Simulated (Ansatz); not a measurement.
# C2H3ClFN: how energies converge with the basis set

An exercise on one series of results from a longer session: the logs are not shown, and one member is left open.

Method: one geometry, several basis sets; program: Ansatz 0.2.0, Gaussian basis.

Plan: PBE0-D4/def2-SVP; ωB97M-V/def2-SVP; PBE0-D4/def2-QZVPP; ωB97M-V/def2-QZVPP; the functionals' def2-TZVPP values are taken from earlier runs.

**Structure used throughout**

All runs share one geometry, relaxed beforehand with PBE0-D4 in a triple-zeta def2 set.

8 atoms, charge 0, spin multiplicity 1.

Atoms are counted from 1 here; the program's logs count them from 0.

Bond lengths: F1–C2 1.384 Å, C2–N3 1.413 Å, C2–H6 1.094 Å, C2–H7 1.094 Å, N3–C4 1.246 Å, C4–Cl5 1.724 Å, C4–H8 1.088 Å. Angles: F1–C2–N3 114.6°, F1–C2–H6 107.5°, F1–C2–H7 107.5°, N3–C2–H6 108.7°, N3–C2–H7 108.7°, H6–C2–H7 109.6°, C2–N3–C4 120.5°, N3–C4–Cl5 121.0°, N3–C4–H8 126.5°, Cl5–C4–H8 112.6°.

The first run:

in.yaml

```yaml
crystal:
  periodic: [false, false, false]
  atoms:
    - {symbol: F, position_ang: [0.246199, -0.859636, 1.418923]}
    - {symbol: C, position_ang: [0.959532, -0.059155, 0.543120]}
    - {symbol: N, position_ang: [0.214928, 0.417686, -0.558693]}
    - {symbol: C, position_ang: [-0.986783, 0.114922, -0.689571]}
    - {symbol: Cl, position_ang: [-1.905479, 0.690910, -2.030074]}
    - {symbol: H, position_ang: [1.334692, 0.797510, 1.110718]}
    - {symbol: H, position_ang: [1.801701, -0.648797, 0.169147]}
    - {symbol: H, position_ang: [-1.572590, -0.510539, -0.019269]}
basis:
  gaussian: {orbitals: def2-SVP}
hamiltonian: {xc: pbe0, dispersion: d4}
output: {orbitals: {seedname: orbitals}}
```

On the command line:

```bash
ansatz run in.yaml --threads 2 --pin off --events-out ev --progress --plain --max-ram 4352MiB
```

Steps of the session up to this table: PBE0-D4 in def2-SVP; ωB97M-V in def2-SVP; PBE0-D4 in def2-QZVPP; ωB97M-V in def2-QZVPP.

One table of the session follows, with a row left open; its other results are not shown here.

It belongs to the step «Density functionals: the series». 

```
functional       basis  HOMO (eV)
   PBE0-D4    def2-SVP      -8.34
   PBE0-D4  def2-TZVPP          ?
   PBE0-D4  def2-QZVPP      -8.53
   ωB97M-V    def2-SVP     -10.50
   ωB97M-V  def2-TZVPP     -10.69
   ωB97M-V  def2-QZVPP     -10.74
```

Q: Estimate the row for PBE0-D4, def2-TZVPP from the others.

The run gave: HOMO (eV): -8.49. In the column «HOMO (eV)» it lies between PBE0-D4, def2-QZVPP (-8.53) and PBE0-D4, def2-SVP (-8.34).
